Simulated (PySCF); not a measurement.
Compound: C4H8NP.
Numbering: `[CH:1]#[C:2][CH2:3][P:4]([CH3:5])[NH2:6]` (hydrogens: H7 on C1; H8, H9 on C3; H10, H11, H12 on C5; H13, H14 on N6)

Structure used (GFN2-xTB), in Å, numbered top down from 1:
```xyz
14
C4H8NP angstrom
C      3.1138    0.0704   -0.2797
C      2.0212   -0.3629   -0.0500
C      0.6823   -0.8328    0.2032
P     -0.5458    0.1258   -0.8378
C     -2.0824   -0.5584   -0.0609
N     -0.4691    1.5636    0.1164
H      4.0833    0.4228   -0.4689
H      0.6033   -1.8916   -0.0596
H      0.4246   -0.6891    1.2572
H     -2.9487   -0.0447   -0.4746
H     -2.0548   -0.4088    1.0169
H     -2.1677   -1.6175   -0.2957
H      0.4627    1.9656    0.0519
H     -1.1234    2.2570   -0.2352
```

Computed at PBE0/pcSseg-1 (PySCF, non-relativistic), with Q(14N) = 0.02044 b: N6, 14N (I = 1): χzz = -4.661 MHz, η = 0.073.

Where would the pure quadrupole (NQR) lines of 14N at N6 fall for the rigid, isolated species?

From ν± = (3/4)|χ|(1 ± η/3) and ν0 = |χ|η/2: ν+ 3.581 MHz, ν− 3.411 MHz, ν0 0.170 MHz (nitrogen bonded to P and 2 H).

In a crystal, neighbours and librations shift these lines. GFN2-xTB bond lengths can be off by several hundredths of an ångström, more for odd bonds, and the gradients follow them. The small basis limits the accuracy of the gradients.

One conformer stands for the species.
